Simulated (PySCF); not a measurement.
# Atomic charges against the basis set

Species: C₄H₇ClO.
Cartesian coordinates in Å at the PBE0-D3(BJ)/def2-SVP level; atoms count from 1:
```xyz
13
C4H7ClO angstrom
Cl     1.9628    1.0600    3.2458
C      1.6576    1.0551    1.4760
C      0.2104    1.4199    1.1288
C     -0.3817    0.0691    0.7415
O      0.6803   -0.5927    0.1015
C      1.8135   -0.3686    0.8934
H      2.3786    1.7662    1.0557
H     -0.3028    1.9204    1.9599
H      0.2039    2.0941    0.2590
H     -1.2283    0.1310    0.0441
H     -0.7098   -0.4855    1.6442
H      1.8696   -1.0897    1.7309
H      2.7117   -0.4847    0.2701
```

PBE0 throughout (PySCF), one geometry, spherical d and f functions. The structure is a single PBE0-D3(BJ)/def2-SVP conformer in the gas phase; no vibrational or solvent corrections. The first 7 of 13 kinds of atom are listed.

Mulliken charges (e):

```
        basis  functions     Cl1      C2      C3      C4      O5      C6      H7
       STO-3G         41  -0.164  -0.041  -0.154  -0.048  -0.208  -0.048  +0.112
        6-31G         72  +0.020  -0.465  -0.324  -0.091  -0.505  -0.035  +0.241
       6-31G*        102  -0.067  -0.325  -0.349  -0.089  -0.472  -0.055  +0.232
     def2-SVP        123  -0.152  -0.248  +0.004  +0.150  -0.411  +0.288  +0.093
6-311+G(2d,p)        212  -0.193  +0.669  -0.571  -0.168  -0.275  -0.465  +0.130
    def2-TZVP        234  -0.175   0.000  -0.216  -0.054  -0.275  -0.068  +0.130
```

IAO charges (e):

```csv
basis,functions,Cl1,C2,C3,C4,O5,C6,H7
STO-3G,41,-0.086,-0.145,-0.276,-0.136,-0.211,-0.139,+0.152
6-31G,72,-0.125,-0.128,-0.294,-0.089,-0.367,-0.096,+0.173
6-31G*,102,-0.125,-0.113,-0.282,-0.054,-0.382,-0.062,+0.162
def2-SVP,123,-0.116,-0.108,-0.278,-0.049,-0.382,-0.058,+0.157
"6-311+G(2d,p)",212,-0.126,-0.111,-0.289,-0.058,-0.399,-0.065,+0.166
def2-TZVP,234,-0.123,-0.111,-0.289,-0.055,-0.398,-0.063,+0.164
```

Problem. Which scheme is steadiest as the basis changes?

Solution. Largest range over the bases for any column: IAO 0.19 e, Mulliken 1.13 e. IAO charges move least and Mulliken charges most, counted in e. Without the minimal STO-3G basis the ranges are IAO 0.04, Mulliken 1.13 e.

Problem. How much do the charges still move between the two largest bases, 6-311+G(2d,p) and def2-TZVP?

Solution. At most, over all atoms: Mulliken 0.669 e, IAO 0.003 e.

Problem. What do the same runs give for the total energy, the frontier levels and the dipole moment?

Solution. 
```
        basis  energy (Eh)  HOMO (eV)  LUMO (eV)  μ (D)
       STO-3G    -683.7684      -4.55       4.12   1.55
        6-31G    -691.5222      -7.52       0.85   1.48
       6-31G*    -691.6094      -7.51       0.85   1.40
     def2-SVP    -691.3169      -7.60       0.98   1.22
6-311+G(2d,p)    -691.7127      -7.79       0.17   1.31
    def2-TZVP    -691.7325      -7.75       0.60   1.30
```

The dipole is fixed by the density alone, so its range of 0.33 D shows that the density itself changes with the basis, not only its division among atoms.
